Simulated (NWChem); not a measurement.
System: methanethiol (CH4S); SMILES CS

Input file for NWChem:

```
start job
memory heap 200 mb stack 900 mb global 1100 mb
geometry units angstroms noautosym nocenter noautoz
  C      0.007930     1.146969     0.000000
  S      0.078698    -0.679199     0.000000
  H     -0.488987     1.543455     0.906731
  H      1.058961     1.493961     0.000000
  H     -0.488987     1.543455    -0.906731
  H     -1.267336    -0.888352     0.000000
end
basis spherical
  C library aug-cc-pvdz
  S library aug-cc-pvdz
  H library aug-cc-pvdz
end
dft
  xc pbe0
  iterations 150
end
property
  response 1 0.0
end
task dft property
```

Parts of the log:

```
             Northwest Computational Chemistry Package (NWChem) 7.3.0
             --------------------------------------------------------

                             Geometry "geometry" -> ""
                             -------------------------

 Output coordinates in angstroms (scale by  1.889725989 to convert to a.u.)

  No.       Tag          Charge          X              Y              Z
 ---- ---------------- ---------- -------------- -------------- --------------
    1 C                    6.0000     0.00793000     1.14696900     0.00000000
    2 S                   16.0000     0.07869800    -0.67919900     0.00000000
    3 H                    1.0000    -0.48898700     1.54345500     0.90673100
    4 H                    1.0000     1.05896100     1.49396100     0.00000000
    5 H                    1.0000    -0.48898700     1.54345500    -0.90673100
    6 H                    1.0000    -1.26733600    -0.88835200     0.00000000

 Effective nuclear repulsion energy (a.u.)      55.7855067509

                              NWChem Property Module
                              ----------------------

                                 NWChem DFT Module
                                 -----------------

 Summary of "ao basis" -> "ao basis" (spherical)
 ------------------------------------------------------------------------------
       Tag                 Description            Shells   Functions and Types
 ---------------- ------------------------------  ------  ---------------------
 C                        aug-cc-pvdz                9       23   4s3p2d
 S                        aug-cc-pvdz               11       27   5s4p2d
 H                        aug-cc-pvdz                5        9   3s2p

            General Information
            -------------------
          SCF calculation type: DFT
          Wavefunction type:  closed shell.
          No. of atoms     :     6
          No. of electrons :    26
           Alpha electrons :    13
            Beta electrons :    13
          Charge           :     0
          Spin multiplicity:     1
          Use of symmetry is: off; symmetry adaption is: off
          Maximum number of iterations: 150
          AO basis - number of functions:    86
                     number of shells:    40
          Convergence on energy requested:  1.00D-06
          Convergence on density requested:  1.00D-05
          Convergence on gradient requested:  5.00D-04

              XC Information
              --------------
                         PBE0 Method XC Functional
                     Hartree-Fock (Exact) Exchange  0.250
          PerdewBurkeErnzerhof Exchange Functional  0.750
            Perdew 1991 LDA Correlation Functional  1.000 local
           PerdewBurkeErnz. Correlation Functional  1.000 non-local

             Grid Information
             ----------------
          Grid used for XC integration:  medium
          Radial quadrature: Mura-Knowles
          Angular quadrature: Lebedev.
          Tag              B.-S. Rad. Rad. Pts. Rad. Cut. Ang. Pts.
          ---              ---------- --------- --------- ---------
          C                   0.70       49          13.0       434
          S                   1.00       88          13.0       590
          H                   0.35       45          14.0       434
          Grid pruning is: on
          Number of quadrature shells:   317
          Spatial weights used:  Erf1

      Superposition of Atomic Density Guess
      -------------------------------------

 Sum of atomic energies:        -437.14319422

      Non-variational initial energy
      ------------------------------

 Total energy =    -437.949050
 1-e energy   =    -712.103769
 2-e energy   =     218.369212
 HOMO         =      -0.288323
 LUMO         =       0.013705

   convergence    iter        energy       DeltaE   RMS-Dens  Diis-err
 ---------------- ----- ----------------- --------- --------- ---------
 d= 0,ls=0.0,diis     1   -438.4949309596 -4.94D+02  7.19D-03  1.68D-01
 d= 0,ls=0.0,diis     2   -438.5071400997 -1.22D-02  2.40D-03  4.92D-02
 d= 0,ls=0.0,diis     3   -438.5123768891 -5.24D-03  9.23D-04  1.58D-02
 d= 0,ls=0.0,diis     4   -438.5145772123 -2.20D-03  1.79D-04  3.72D-04
 d= 0,ls=0.0,diis     5   -438.5146363474 -5.91D-05  3.51D-05  9.66D-06
  Resetting Diis
 d= 0,ls=0.0,diis     6   -438.5146378354 -1.49D-06  9.33D-06  9.71D-07
 d= 0,ls=0.0,diis     7   -438.5146379797 -1.44D-07  3.21D-06  3.82D-08

         Total DFT energy =     -438.514637979674
      One electron energy =     -714.237350583727
           Coulomb energy =      252.302803147545
    Exchange-Corr. energy =      -32.365597294436
 Nuclear repulsion energy =       55.785506750945

 Numeric. integr. density =       26.000011697220

                       DFT Final Molecular Orbital Analysis
                       ------------------------------------

[...]

 DFT Linear Response polarizability / au
 Frequency  =       0.0000000 / au
              X              Y              Z
 -----------------------------------------------
 X      33.8025095      0.7970010      0.0000000
 Y       0.7970145     43.2286709      0.0000000
 Z       0.0000000      0.0000000     33.2360551
 -----------------------------------------------
 Eigenvalues =      33.7355965     43.2955839     33.2360551
 Isotropic   =      36.7557452
 Anisotropic =       9.8192928
 -----------------------------------------------

 Magnetic Dipole Response Matrix (nonzero elements):

 Exiting AOResponse driver routine
```

Level: PBE0/aug-cc-pVDZ. Structure relaxed at the PBE-D3(BJ)/def2-SVP level.
